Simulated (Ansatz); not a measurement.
# AlH5O: vertical ionisation energy

One table from this session's results is given with a row withheld; the runs are named, their logs left out.

Method: unrestricted cation, the program's frozen cores in correlated methods; program: Ansatz 0.2.0, Gaussian basis.

The runs, in order: UKS PBE-D4/def2-TZVPP; UKS r2SCAN-D4/def2-TZVPP; UKS PBE0-D4/def2-TZVPP; UKS B3LYP-D4/def2-TZVPP; UKS wB97X-V/def2-TZVPP; UKS wB97M-V/def2-TZVPP; UKS B2PLYP/def2-TZVPP; UHF-CCSD(T)/def2-TZVPP; UHF-CCSD(T)/def2-QZVPP; extrapolation to the limit; then −ε(HOMO) from the neutral's earlier runs with LDA (SPW92), PBE-D4, revPBE-D4, BLYP-D4, r2SCAN-D4, B97M-V, PBE0-D4, B3LYP-D4, r2SCANh-D4, r2SCAN0-D4, HSE06-D4, BHLYP-D4, CAM-B3LYP-D4, LC-ωPBE, ωB97X-V, ωB97M-V.

## The geometry

An earlier PBE0-D4 in a triple-zeta def2 set relaxation fixed the geometry.

SMILES `[OH2+][AlH3-]`, 7 atoms, charge 0, spin multiplicity 1.

Atoms are counted from 1 here; the program's logs count them from 0.

Bond lengths: O1–Al2 2.031 Å, O1–H3 0.964 Å, O1–H4 0.963 Å, Al2–H5 1.592 Å, Al2–H6 1.603 Å, Al2–H7 1.603 Å. Angles: Al2–O1–H3 111.3°, Al2–O1–H4 111.4°, H3–O1–H4 107.7°, O1–Al2–H5 103.1°, O1–Al2–H6 95.5°, O1–Al2–H7 95.6°, H5–Al2–H6 118.2°, H5–Al2–H7 118.2°, H6–Al2–H7 117.8°.

The first run:

in.yaml reads:

```yaml
crystal:
  periodic: [false, false, false]
  atoms:
    - {symbol: O, position_ang: [-0.144382, -1.155325, -0.146307]}
    - {symbol: Al, position_ang: [0.142298, 0.855219, -0.144194]}
    - {symbol: H, position_ang: [-0.993939, -1.387607, 0.244388]}
    - {symbol: H, position_ang: [0.542146, -1.608274, 0.355533]}
    - {symbol: H, position_ang: [0.312157, 1.196235, -1.689693]}
    - {symbol: H, position_ang: [-1.252777, 1.208183, 0.561142]}
    - {symbol: H, position_ang: [1.455799, 0.823568, 0.773430]}
basis:
  gaussian: {orbitals: def2-TZVPP}
total_charge: 1
magnetization: {spin_polarized: true, initial_magnetization: 1}
hamiltonian: {xc: pbe, dispersion: d4}
```

On the command line:

```sh
ansatz run in.yaml --threads 2 --pin off --events-out ev --progress --plain --max-ram 32768MiB --backend cpu
```

Steps of the session up to this table: Cation, UKS PBE-D4/def2-TZVPP; Cation, UKS r2SCAN-D4/def2-TZVPP; Cation, UKS PBE0-D4/def2-TZVPP; Cation, UKS B3LYP-D4/def2-TZVPP; Cation, UKS wB97X-V/def2-TZVPP; Cation, UKS wB97M-V/def2-TZVPP; Cation, UKS B2PLYP (frozen core)/def2-TZVPP; Cation, UHF-CCSD(T)/def2-TZVPP; Cation, UHF-CCSD(T)/def2-QZVPP.

One table of the session follows, with a row left open; its other results are not shown here.

For comparison, −ε(HOMO) of the neutral from earlier runs:

| functional | −ε(HOMO) (eV) |
| --- | --- |
| LDA (SPW92) | 6.34 |
| PBE-D4 | 6.31 |
| revPBE-D4 | 6.29 |
| BLYP-D4 | 6.23 |
| r2SCAN-D4 | 6.62 |
| B97M-V | 6.74 |
| PBE0-D4 | 7.58 |
| B3LYP-D4 | 7.40 |
| r2SCANh-D4 | 7.08 |
| r2SCAN0-D4 | ? |
| HSE06-D4 | 7.18 |
| BHLYP-D4 | 8.81 |
| CAM-B3LYP-D4 | 9.01 |
| LC-ωPBE | 10.41 |
| ωB97X-V | 10.05 |
| ωB97M-V | 9.83 |

**Question.** Estimate the row for r2SCAN0-D4.

Worked estimate for «−ε(HOMO) (eV)». Against the share of exact exchange, r2SCAN-D4 (0, 6.62), r2SCANh-D4 (0.1, 7.08) give a slope of 4.60 per unit share; at 0.25 the line stands at 7.77.

**Answer.** −ε(HOMO) (eV): 7.78. In «−ε(HOMO) (eV)» the line misses by -0.01.
